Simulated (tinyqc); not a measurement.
Worked calculation: UKS/LDA (PW92) in the sto-3g basis, for H2O, spin multiplicity 3. One step of it, computed by the program tinyqc.

Question. Iteration 2: building the Kohn-Sham matrix. J_ij = sum D_kl (ij|kl) with D = D(alpha) + D(beta); F = H + J + V_xc; E = tr D H + tr D J / 2 + E_xc + E_nn.

D(alpha) after iteration 1, lower triangle:
```
            1O 1s      1O 2s     1O 2px     1O 2py     1O 2pz     2H 1s     3H 1s
1O 1s    1.066939
1O 2s   -0.310849   1.535496
1O 2px  -0.001268   0.010000   0.999580
1O 2py   0.035665  -0.281224   0.011810   1.050416
1O 2pz  -0.025471   0.201857   0.004874  -0.137080   1.084936
2H 1s    0.013835  -0.111420  -0.025961   0.146284  -0.023429  0.031339
3H 1s    0.107951  -0.853545   0.005205   0.437389  -0.385170  0.176158  1.571600
```

D(beta) after iteration 1, lower triangle:
```
            1O 1s      1O 2s     1O 2px     1O 2py    1O 2pz      2H 1s     3H 1s
1O 1s    1.057100
1O 2s   -0.240987   1.027812
1O 2px  -0.035802   0.154891   0.037410
1O 2py  -0.005461   0.038119   0.028183   0.775524
1O 2pz   0.009412  -0.075632  -0.118546   0.050669  0.889861
2H 1s   -0.002183   0.000255  -0.004092   0.102536  0.064608   0.017344
3H 1s   -0.004527  -0.000905  -0.020839  -0.174180  0.114875  -0.014771  0.057454
```

core Hamiltonian H = T + V (hartree), lower triangle:
```
             1O 1s      1O 2s     1O 2px     1O 2py     1O 2pz      2H 1s      3H 1s
1O 1s   -32.721007
1O 2s    -7.612826  -9.334894
1O 2px    0.000000   0.000000  -7.457717
1O 2py    0.000000   0.000000   0.000000  -7.631077
1O 2pz   -0.017194  -0.202241   0.000000   0.000000  -7.534380
2H 1s    -1.749689  -3.734522   0.000000  -2.137499  -1.482813  -5.059831
3H 1s    -1.749689  -3.734522   0.000000   2.137499  -1.482813  -1.454362  -5.059831
```

Two-electron integrals (ij|kl) in chemists' order, unique and non-zero (hartree):
```
(11|11) 4.785065    (21|11) 0.741380    (21|21) 0.136873    (22|11) 1.118947
(22|21) 0.256633    (22|22) 0.817206    (31|31) 0.024477    (32|31) 0.037809
(32|32) 0.180518    (33|11) 1.115814    (33|21) 0.256684    (33|22) 0.817023
(33|33) 0.880159    (41|41) 0.024477    (42|41) 0.037809    (42|42) 0.180518
(43|43) 0.047444    (44|11) 1.115814    (44|21) 0.256684    (44|22) 0.817023
(44|33) 0.785270    (44|44) 0.880159    (51|51) 0.024477    (52|51) 0.037809
(52|52) 0.180518    (53|53) 0.047444    (54|54) 0.047444    (55|11) 1.115814
(55|21) 0.256684    (55|22) 0.817023    (55|33) 0.785270    (55|44) 0.785270
(55|55) 0.880159    (61|11) 0.171823    (61|21) 0.031440    (61|22) 0.058521
(61|33) 0.058410    (61|41) 0.001204    (61|42) 0.002247    (61|44) 0.058645
(61|51) 0.000801    (61|52) 0.001494    (61|54) 0.000157    (61|55) 0.058514
(61|61) 0.007315    (62|11) 0.403691    (62|21) 0.093685    (62|22) 0.328622
(62|33) 0.323163    (62|41) 0.005833    (62|42) 0.043915    (62|44) 0.334306
(62|51) 0.003879    (62|52) 0.029203    (62|54) 0.007410    (62|55) 0.328091
(62|61) 0.021912    (62|62) 0.161433    (63|31) 0.009974    (63|32) 0.057436
(63|43) 0.009205    (63|53) 0.006121    (63|63) 0.023446    (64|11) 0.236920
(64|21) 0.055712    (64|22) 0.208729    (64|33) 0.199185    (64|41) 0.013027
(64|42) 0.083982    (64|44) 0.224523    (64|51) 0.002030    (64|52) 0.017653
(64|54) 0.010729    (64|55) 0.202249    (64|61) 0.013626    (64|62) 0.124546
(64|64) 0.118465    (65|11) 0.157550    (65|21) 0.037048    (65|22) 0.138803
(65|33) 0.132457    (65|41) 0.002030    (65|42) 0.017653    (65|44) 0.137064
(65|51) 0.011324    (65|52) 0.069175    (65|54) 0.012269    (65|55) 0.146736
(65|61) 0.009061    (65|62) 0.082823    (65|64) 0.063187    (65|65) 0.065465
(66|11) 0.532019    (66|21) 0.125474    (66|22) 0.503301    (66|33) 0.482800
(66|41) 0.010436    (66|42) 0.107054    (66|44) 0.525018    (66|51) 0.006940
(66|52) 0.071190    (66|54) 0.028074    (66|55) 0.501470    (66|61) 0.029634
(66|62) 0.306391    (66|64) 0.270050    (66|65) 0.179581    (66|66) 0.774606
(71|11) 0.171823    (71|21) 0.031440    (71|22) 0.058521    (71|33) 0.058410
(71|41) -0.001204   (71|42) -0.002247   (71|44) 0.058645    (71|51) 0.000801
(71|52) 0.001494    (71|54) -0.000157   (71|55) 0.058514    (71|61) 0.007190
(71|62) 0.021156    (71|64) 0.011993    (71|65) 0.008755    (71|66) 0.028231
(71|71) 0.007315    (72|11) 0.403691    (72|21) 0.093685    (72|22) 0.328622
(72|33) 0.323163    (72|41) -0.005833   (72|42) -0.043915   (72|44) 0.334306
(72|51) 0.003879    (72|52) 0.029203    (72|54) -0.007410   (72|55) 0.328091
(72|61) 0.021156    (72|62) 0.129826    (72|64) 0.069069    (72|65) 0.064669
(72|66) 0.201594    (72|71) 0.021912    (72|72) 0.161433    (73|31) 0.009974
(73|32) 0.057436    (73|43) -0.009205   (73|53) 0.006121    (73|63) 0.018188
(73|73) 0.023446    (74|11) -0.236920   (74|21) -0.055712   (74|22) -0.208729
(74|33) -0.199185   (74|41) 0.013027    (74|42) 0.083982    (74|44) -0.224523
(74|51) -0.002030   (74|52) -0.017653   (74|54) 0.010729    (74|55) -0.202249
(74|61) -0.011993   (74|62) -0.069069   (74|64) -0.019058   (74|65) -0.033620
(74|66) -0.094857   (74|71) -0.013626   (74|72) -0.124546   (74|74) 0.118465
(75|11) 0.157550    (75|21) 0.037048    (75|22) 0.138803    (75|33) 0.132457
(75|41) -0.002030   (75|42) -0.017653   (75|44) 0.137064    (75|51) 0.011324
(75|52) 0.069175    (75|54) -0.012269   (75|55) 0.146736    (75|61) 0.008755
(75|62) 0.064669    (75|64) 0.033620    (75|65) 0.049904    (75|66) 0.109951
(75|71) 0.009061    (75|72) 0.082823    (75|74) -0.063187   (75|75) 0.065465
(76|11) 0.146289    (76|21) 0.034212    (76|22) 0.128829    (76|33) 0.126134
(76|44) 0.128985    (76|51) 0.002294    (76|52) 0.020009    (76|55) 0.131234
(76|61) 0.007901    (76|62) 0.061273    (76|64) 0.040831    (76|65) 0.035344
(76|66) 0.116995    (76|71) 0.007901    (76|72) 0.061273    (76|74) -0.040831
(76|75) 0.035344    (76|76) 0.027919    (77|11) 0.532019    (77|21) 0.125474
(77|22) 0.503301    (77|33) 0.482800    (77|41) -0.010436   (77|42) -0.107054
(77|44) 0.525018    (77|51) 0.006940    (77|52) 0.071190    (77|54) -0.028074
(77|55) 0.501470    (77|61) 0.028231    (77|62) 0.201594    (77|64) 0.094857
(77|65) 0.109951    (77|66) 0.327203    (77|71) 0.029634    (77|72) 0.306391
(77|74) -0.270050   (77|75) 0.179581    (77|76) 0.116995    (77|77) 0.774606
```

nuclear repulsion = 9.17799302 hartree

V_xc(alpha) (hartree), lower triangle:
```
            1O 1s      1O 2s     1O 2px     1O 2py     1O 2pz      2H 1s      3H 1s
1O 1s   -2.952977
1O 2s   -0.429532  -0.843328
1O 2px  -0.000333  -0.002618  -0.828670
1O 2py   0.001657   0.011596  -0.000714  -0.844437
1O 2pz  -0.001236  -0.010523   0.000903   0.006956  -0.841801
2H 1s   -0.099951  -0.311031  -0.000701  -0.184045  -0.127986  -0.393537
3H 1s   -0.100212  -0.335796  -0.000571   0.222518  -0.149300  -0.117791  -0.571720
```

V_xc(beta) (hartree), lower triangle:
```
            1O 1s      1O 2s     1O 2px     1O 2py     1O 2pz      2H 1s      3H 1s
1O 1s   -2.925943
1O 2s   -0.412340  -0.764597
1O 2px  -0.003314  -0.023509  -0.704475
1O 2py  -0.000168   0.002131  -0.002827  -0.786493
1O 2pz   0.000278  -0.004304   0.010709  -0.000449  -0.787490
2H 1s   -0.096315  -0.288848  -0.006068  -0.178901  -0.121866  -0.381757
3H 1s   -0.096270  -0.297089  -0.005056   0.191323  -0.128548  -0.105699  -0.446584
```

E_xc = sum of w rho eps_xc = -9.17761712 hartree

Give: Coulomb J; F(alpha); F(beta); total energy of this density.

Answer.

Coulomb J (hartree), lower triangle:
```
          1O 1s    1O 2s   1O 2px   1O 2py  1O 2pz   2H 1s   3H 1s
1O 1s   17.7324
1O 2s    3.3525   8.3359
1O 2px   0.0097   0.0515   8.2520
1O 2py  -0.0103  -0.0928   0.0035   8.3743
1O 2pz   0.0086   0.0820  -0.0113  -0.0230  8.3578
2H 1s    0.7699   3.2826   0.0156   2.0291  1.3980  4.9350
3H 1s    0.7712   3.3778   0.0142  -2.1873  1.4623  1.3051  5.3763
```

F(alpha) (hartree), lower triangle:
```
           1O 1s    1O 2s   1O 2px   1O 2py   1O 2pz    2H 1s    3H 1s
1O 1s   -17.9416
1O 2s    -4.6898  -1.8423
1O 2px    0.0094   0.0489  -0.0344
1O 2py   -0.0087  -0.0812   0.0028  -0.1012
1O 2pz   -0.0098  -0.1308  -0.0104  -0.0160  -0.0184
2H 1s    -1.0798  -0.7630   0.0149  -0.2925  -0.2128  -0.5184
3H 1s    -1.0787  -0.6926   0.0137   0.1727  -0.1698  -0.2671  -0.2553
```

F(beta) (hartree), lower triangle:
```
           1O 1s    1O 2s   1O 2px   1O 2py   1O 2pz    2H 1s    3H 1s
1O 1s   -17.9146
1O 2s    -4.6726  -1.7636
1O 2px    0.0064   0.0280   0.0898
1O 2py   -0.0105  -0.0907   0.0007  -0.0433
1O 2pz   -0.0083  -0.1246  -0.0006  -0.0234   0.0359
2H 1s    -1.0761  -0.7408   0.0095  -0.2873  -0.2067  -0.5066
3H 1s    -1.0747  -0.6538   0.0092   0.1415  -0.1491  -0.2550  -0.1302
```

total energy of this density = -74.006575 hartree
